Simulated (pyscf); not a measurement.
Four-centre exchange: HS–Zn–SH + H₂O → H₂S + HO–Zn–SH

Gas phase, singlet surface, charge 0. Bonds broken: S1–Zn2, O6–H7. Bonds formed: S1–H7, Zn2–O6. Structures and frequencies: ωB97X-D3(BJ)/def2-SVP in PySCF.

Transition state (Å):

```xyz
8

S     -2.1800    -0.3713     0.4845
Zn     0.2539     0.0662     0.1461
S      1.4247     0.8319    -1.5227
H     -2.1291    -1.6389     0.0289
H      0.3398     1.0712    -2.2860
O      0.1557    -0.6292     1.8861
H     -1.2558    -0.6254     1.6232
H      0.7362    -0.5196     2.6456
```

One imaginary mode, 566i cm⁻¹; descent along it reached the two sides named, in the forms told below.

```csv
bond,change,reactant side (Å),saddle,product side
S1–Zn2,breaks,2.228,2.496,2.6
O6–H7,breaks,0.972,1.436,1.940
S1–H7,forms,2.7,1.488,1.365
Zn2–O6,forms,2.136,1.876,1.819
```

Electronic energies relative to the separated reactants (kJ/mol):

| level | barrier | reaction energy | reverse barrier |
|---|---|---|---|
| ωB97X-D3(BJ)/def2-TZVP | 34.3 | +63.7 | -29.4 |
| PBE/def2-TZVP | 28.9 | +55.5 | -26.6 |
| r²SCAN/def2-TZVP | 23.1 | +55.9 | -32.8 |
| B3LYP-D3(BJ)/def2-TZVP | 34.5 | +55.6 | -21.1 |
| PBE0-D3(BJ)/def2-TZVP | 31.1 | +64.0 | -32.9 |
| M06-2X/def2-TZVP | 28.2 | +60.7 | -32.5 |
| ωB97M-D3(BJ)/def2-TZVP | 39.8 | +57.0 | -17.2 |
| HF/def2-TZVP | 83.1 | +60.0 | 23.2 |

With ωB97M-D3(BJ)/def2-TZVP energies and thermal terms (ideal gas, 1 atm, RRHO with modes under 100 cm⁻¹ raised to 100, one conformer, R ln 2 for rigid chiral ones), in kJ/mol:

| T (K) | ΔH‡ | ΔG‡ | ΔH | ΔG |
|---|---|---|---|---|
| 298 | 31.1 | 73.4 | +49.7 | +47.2 |
| 600 | 32.1 | 116.1 | +49.4 | +44.9 |
| 900 | 35.3 | 157.5 | +49.8 | +42.6 |
| 1200 | 39.0 | 197.7 | +50.5 | +40.1 |

On the reactant side the descent ends in an adduct with a O–Zn contact, 55.5 kJ/mol under the separated species and 89.8 kJ/mol under the saddle at ωB97X-D3(BJ)/def2-TZVP. On the product side the descent ends in an adduct with a S–Zn contact, 48.4 kJ/mol under the separated species and 19.1 kJ/mol under the saddle at ωB97X-D3(BJ)/def2-TZVP. At ωB97X-D3(BJ), PBE, r²SCAN, B3LYP-D3(BJ), PBE0-D3(BJ), M06-2X, ωB97M-D3(BJ) the saddle lies under the separated products, which points to a path from their complex (located at ωB97X-D3(BJ) alone), and parting the products costs more than the saddle. What is counted as formed (O–Zn) is already present as a longer contact in the reactant adduct; forming that adduct is a step of its own. What is counted as broken (S–Zn) persists as a longer contact in the product adduct; parting that adduct is a step of its own. This is the saddle that the search found; another between the same sides may lie lower. Elements up to Kr have no core potential and no relativistic terms here.
